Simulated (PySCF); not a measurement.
## Chlorine: a sound run and one with changed settings

Sound run: Cl [Ne] 3s2 3p5, Cl⁺ [Ne] 3s2 3p4. Calculation: PySCF 2.14, in x2c-SVPall; scalar relativity by spin-free X2C-1e. In the sound run the correlated levels freeze [Ne]. The sound run starts from symmetry-adapted Hartree-Fock orbitals and uses a fine grid where one is needed.

A second run was set up differently.

```csv
species,method,sound run (hartree),changed run (hartree),converged
Cl,MP2,-460.82149,-460.78429,yes
Cl,CCSD(T),-460.83918,-460.79476,yes
Cl⁺,MP2,-460.36910,-460.32342,yes
Cl⁺,CCSD(T),-460.38921,-460.33275,yes
```

Ionisation energy of Cl:

| method | sound run (eV) | changed run (eV) |
| --- | --- | --- |
| UHF | 11.764 | 11.764 |
| MP2 | 12.310 | 12.541 |
| SCS-MP2 | 12.295 | 12.596 |
| CCSD | 12.245 | 12.567 |
| CCSD(T) | 12.244 | 12.572 |

(1) What was changed?
A. basis contracted for another Hamiltonian
B. all electrons correlated in a valence basis
C. too few SCF iterations
D. a valence shell is frozen

## Answers

(1) D. Freezing a valence shell removes pair correlation that changes on ionisation.
